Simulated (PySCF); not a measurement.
What does the GFN2-xTB structure of `C[C@H]1C=C1Cl` look like in three dimensions?

```xyz
10
C4H5Cl angstrom
C     -1.254   -0.100    0.341
C     -0.029   -0.057   -0.544
C      1.120    0.886   -0.240
C      1.324   -0.376    0.005
Cl     2.322   -1.608    0.558
H     -0.992    0.154    1.365
H     -2.002    0.608   -0.013
H     -1.696   -1.095    0.331
H     -0.240   -0.300   -1.584
H      1.456    1.892   -0.240
```

Orientation and origin are arbitrary. Atoms count from 1 in this order. The 3-membered ring C2–C3–C4 has internal angles of 51.2° to 65.3°. The 4 C–C bonds span 1.301 Å (C3=C4, drawn double) to 1.517 Å (C2–C3, drawn single), a spread of 0.216 Å.

Bonds between heavy atoms (Å): C1–C2 1.512, C2–C3 1.517, C3=C4 1.301, C4–Cl5 1.679, C2–C4 1.495.

Structure optimised with GFN2-xTB, isolated species.

Point group: C1 (no symmetry element, even within 0.4 Å). Not checked by GFN2-xTB frequencies.

The numbers are calculated, not measured.
